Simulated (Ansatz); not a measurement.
A calculation with Ansatz (development build ahead of 0.2.0).

```yaml
crystal:
  periodic: [false, false, false]
  atoms:
    - { symbol: H, position_ang: [-0.02461, 0.00192, 1.51726] }
    - { symbol: C, position_ang: [0.04953, -0.00429, 0.37301] }
    - { symbol: C, position_ang: [1.43339, -0.04564, -0.0959] }
    - { symbol: C, position_ang: [-0.73286, 1.29812, -0.06387] }
    - { symbol: C, position_ang: [-0.7744, -1.27393, -0.09] }
    - { symbol: H, position_ang: [1.48396, -0.01544, -1.1608] }
    - { symbol: H, position_ang: [1.955, 0.86854, 0.24302] }
    - { symbol: H, position_ang: [1.96963, -0.92089, 0.23663] }
    - { symbol: H, position_ang: [-0.7231, 1.31415, -1.1602] }
    - { symbol: H, position_ang: [-1.75394, 1.32911, 0.26277] }
    - { symbol: H, position_ang: [-0.25, 2.17811, 0.31118] }
    - { symbol: H, position_ang: [-0.76048, -1.30329, -1.147] }
    - { symbol: H, position_ang: [-0.26295, -2.16434, 0.23484] }
    - { symbol: H, position_ang: [-1.79762, -1.31384, 0.24602] }
basis:
  gaussian: { orbitals: STO-3G }
hamiltonian:
  xc: hf
correlation:
  method: mp2
  frozen_orbitals: { C: 1, H: 0 }
```

The input is written out in the form of the current development build from the run's settings.

Results

- Converged: yes
- Reference energy: -155.45101 hartree
- Correlation energy: -0.20879 hartree
- Total energy: -155.65980 hartree
- Spin squared of the determinant: 0.000
